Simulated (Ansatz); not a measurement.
Run this with Ansatz 0.2.0, Python API and show what comes out.

`bh5p_methods.py`
```python
from dataclasses import dataclass
from pathlib import Path

import ansatz
from ase import Atoms
import numpy as np


@dataclass
class RunConfig:
    basis: str = "def2-SVP"
    charge: int = -1


settings = RunConfig()


def main() -> None:
    atoms = Atoms(["B", "P", "H", "H", "H", "H", "H"], positions=[
        (-0.7318, -0.1282, -0.045),
        (1.0977, 0.0646, -0.6583),
        (-1.4244, 0.6585, -0.6107),
        (-1.1137, -1.232, -0.2782),
        (-0.7844, 0.0696, 1.1287),
        (1.3087, 1.3154, 0.0502),
        (1.6479, -0.7479, 0.4132),
    ])
    mol = ansatz.Crystal.molecule_from_ase(atoms)

    setup = (
        mol.calculation()
        .basis(gaussian=settings.basis)
        .charge(settings.charge)
    )

    print("functional    E (Ha)        dipole (D)   HOMO (eV)  LUMO (eV)")
    for name in ["hse06", "lc_wpbe", "r2scan0", "revpbe"]:
        summary = setup.functional(name).forces().orbitals().run(runs_dir="runs").report
        lines = Path(summary["orbitals_path"]).read_text().splitlines()
        field_of = lambda key: [line.split("=")[1].strip() for line in lines if line.startswith(key)]
        orbitals = [(27.211386 * float(e), s, float(n)) for e, s, n in zip(field_of("Ene="), field_of("Spin="), field_of("Occup="))]
        homo = max(e for e, _, n in orbitals if n > 0.5)
        lumo = min(e for e, _, n in orbitals if n < 0.5)
        dipole = 4.803205 * np.linalg.norm(summary["charge_distribution"]["dipole_moment_e_ang"])
        print(f"{name:10s} {summary['free_energy_ev'] / 27.211386246:14.6f} {dipole:9.3f} {homo:11.3f} {lumo:10.3f}")


if __name__ == "__main__":
    main()
```

```console
$ python bh5p_methods.py
functional    E (Ha)        dipole (D)   HOMO (eV)  LUMO (eV)
hse06         -368.908994     3.150      -0.512      6.344
lc_wpbe       -368.973281     3.178      -3.592      9.012
r2scan0       -369.039947     3.146      -1.083      6.865
revpbe        -369.014422     3.119       0.303      5.873
```

What to keep in mind:
- Total energies depend on the basis set; only differences at equal settings carry meaning.
- The geometry is a force-field or estimated start, not a minimum of this method, and the basis set is short of its limit. A lower total doesn't mark the better method: functionals have no common bound, and MP2 and coupled cluster aren't variational.
- An ion's dipole depends on the origin; the program takes it about the centre of nuclear charge.
- Levels such as HOMO and LUMO are orbital energies: with these approximate functionals they aren't the ionisation energy and electron affinity, and their gap isn't the fundamental gap.
- hse06 follows the composition of plane-wave codes, whose totals differ by tens of mHa, up to about 0.1 Ha, from the form usual in Gaussian-basis programs (wpbeh).
- Anions want diffuse functions, which this basis lacks.
- Hardware and time: 10 s on 1 thread of Intel(R) Xeon(R) Platinum 8259CL CPU @ 2.50GHz (Skylake/Cascade Lake) (shared host), peak memory 0.22 GiB.
